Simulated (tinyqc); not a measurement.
Inside a calculation. Method: CIS on RHF in the sto-6g basis, for LiH, spin multiplicity 1. One step of it, computed by the program tinyqc.

Question. Integrals over molecular orbitals. (pq|rs) = sum C_ip C_jq C_kr C_ls (ij|kl), one index at a time.

coefficients C:
```
               MO1        MO2        MO3       MO4        MO5        MO6
1Li 1s    0.994024  -0.144936  -0.202508  0.000000   0.000000   0.106549
1Li 2s    0.024013   0.466513   0.799378  0.000000   0.000000  -0.612615
1Li 2px   0.000000   0.000000   0.000000  0.174614   0.984637   0.000000
1Li 2py   0.000000   0.000000   0.000000  0.984637  -0.174614   0.000000
1Li 2pz  -0.005031   0.338870  -0.605338  0.000000   0.000000  -0.906507
2H 1s     0.000665   0.573956  -0.157666  0.000000   0.000000   1.055939
```

core Hamiltonian H = T + V (hartree), lower triangle:
```
            1Li 1s     1Li 2s    1Li 2px    1Li 2py    1Li 2pz      2H 1s
1Li 1s   -4.734753
1Li 2s   -1.006113  -1.356830
1Li 2px   0.000000   0.000000  -1.115222
1Li 2py   0.000000   0.000000   0.000000  -1.115222
1Li 2pz  -0.012575  -0.106893   0.000000   0.000000  -1.199427
2H 1s    -0.170107  -0.544995   0.000000   0.000000  -0.702118  -1.323348
```

Two-electron integrals (ij|kl) in chemists' order, unique and non-zero (hartree):
```
(11|11) 1.681247   (21|11) 0.242603   (21|21) 0.044507   (22|11) 0.397190
(22|21) 0.090279   (22|22) 0.290625   (31|31) 0.009437   (32|31) 0.014261
(32|32) 0.064236   (33|11) 0.397190   (33|21) 0.090279   (33|22) 0.290625
(33|33) 0.313125   (41|41) 0.009437   (42|41) 0.014261   (42|42) 0.064236
(43|43) 0.016875   (44|11) 0.397190   (44|21) 0.090279   (44|22) 0.290625
(44|33) 0.279374   (44|44) 0.313125   (51|51) 0.009437   (52|51) 0.014261
(52|52) 0.064236   (53|53) 0.016875   (54|54) 0.016875   (55|11) 0.397190
(55|21) 0.090279   (55|22) 0.290625   (55|33) 0.279374   (55|44) 0.279374
(55|55) 0.313125   (61|11) 0.039763   (61|21) 0.007159   (61|22) 0.014730
(61|33) 0.014521   (61|44) 0.014521   (61|51) 0.000959   (61|52) 0.001964
(61|55) 0.015147   (61|61) 0.001276   (62|11) 0.113893   (62|21) 0.026331
(62|22) 0.092066   (62|33) 0.087103   (62|44) 0.087103   (62|51) 0.004454
(62|52) 0.027858   (62|55) 0.101992   (62|61) 0.005164   (62|62) 0.051216
(63|31) 0.002006   (63|32) 0.009683   (63|53) 0.004039   (63|63) 0.003258
(64|41) 0.002006   (64|42) 0.009683   (64|54) 0.004039   (64|64) 0.003258
(65|11) 0.145681   (65|21) 0.033982   (65|22) 0.122539   (65|33) 0.114168
(65|44) 0.114168   (65|51) 0.006931   (65|52) 0.043050   (65|55) 0.139281
(65|61) 0.006927   (65|62) 0.074419   (65|65) 0.109330   (66|11) 0.283991
(66|21) 0.066787   (66|22) 0.256746   (66|33) 0.234381   (66|44) 0.234381
(66|51) 0.012242   (66|52) 0.096082   (66|55) 0.301474   (66|61) 0.013718
(66|62) 0.182697   (66|65) 0.274560   (66|66) 0.774999
```

Give: one-electron integrals over orbitals h = C^T H C; Two-electron integrals over orbitals.

Answer.

one-electron integrals over orbitals h = C^T H C (hartree), lower triangle:
```
         1        2        3        4        5        6
1  -4.7273
2   0.0977  -1.4016
3   0.1667   0.0208  -1.1150
4   0.0000   0.0000   0.0000  -1.1152
5   0.0000   0.0000   0.0000   0.0000  -1.1152
6  -0.0525   0.0061   0.0296   0.0000   0.0000  -0.9981
```

Two-electron integrals over orbitals (pq|rs), unique and non-zero (hartree):
```
(11|11) 1.6650      (21|11) -0.1020     (21|21) 0.0112      (22|11) 0.3388
(22|21) 0.0043      (22|22) 0.4724      (31|11) -0.1434     (31|21) 0.0111
(31|22) -0.0130     (31|31) 0.0231      (32|11) 0.0209      (32|21) -0.0028
(32|22) -0.0516     (32|31) -3.43e-04   (32|32) 0.0152      (33|11) 0.3982
(33|21) -0.0098     (33|22) 0.2161      (33|31) 0.0012      (33|32) 0.0106
(33|33) 0.3357      (41|41) 0.0100      (42|41) 0.0072      (42|42) 0.0217
(43|41) 0.0103      (43|42) 0.0194      (43|43) 0.0415      (44|11) 0.3970
(44|21) -0.0036     (44|22) 0.2573      (44|31) -0.0048     (44|32) 0.0090
(44|33) 0.2817      (44|44) 0.3131      (51|51) 0.0100      (52|51) 0.0072
(52|52) 0.0217      (53|51) 0.0103      (53|52) 0.0194      (53|53) 0.0415
(54|54) 0.0169      (55|11) 0.3970      (55|21) -0.0036     (55|22) 0.2573
(55|31) -0.0048     (55|32) 0.0090      (55|33) 0.2817      (55|44) 0.2794
(55|55) 0.3131      (61|11) 0.0704      (61|21) -0.0101     (61|22) -0.0076
(61|31) -0.0048     (61|32) 0.0024      (61|33) 0.0118      (61|44) 0.0012
(61|55) 0.0012      (61|61) 0.0113      (62|11) -0.0669     (62|21) 0.0027
(62|22) 0.1176      (62|31) 0.0030      (62|32) -0.0373     (62|33) -0.0186
(62|44) -0.0281     (62|55) -0.0281     (62|61) 1.18e-04    (62|62) 0.1286
(63|11) 0.0164      (63|21) -0.0024     (63|22) -0.0523     (63|31) 0.0044
(63|32) 0.0114      (63|33) 0.0358      (63|44) 0.0042      (63|55) 0.0042
(63|61) 0.0041      (63|62) -0.0335     (63|63) 0.0266      (64|41) -0.0062
(64|42) -0.0192     (64|43) -0.0133     (64|64) 0.0200      (65|51) -0.0062
(65|52) -0.0192     (65|53) -0.0133     (65|65) 0.0200      (66|11) 0.3619
(66|21) 0.0017      (66|22) 0.4431      (66|31) -0.0112     (66|32) -0.0444
(66|33) 0.2393      (66|44) 0.2647      (66|55) 0.2647      (66|61) -0.0045
(66|62) 0.1171      (66|63) -0.0439     (66|66) 0.4416
```
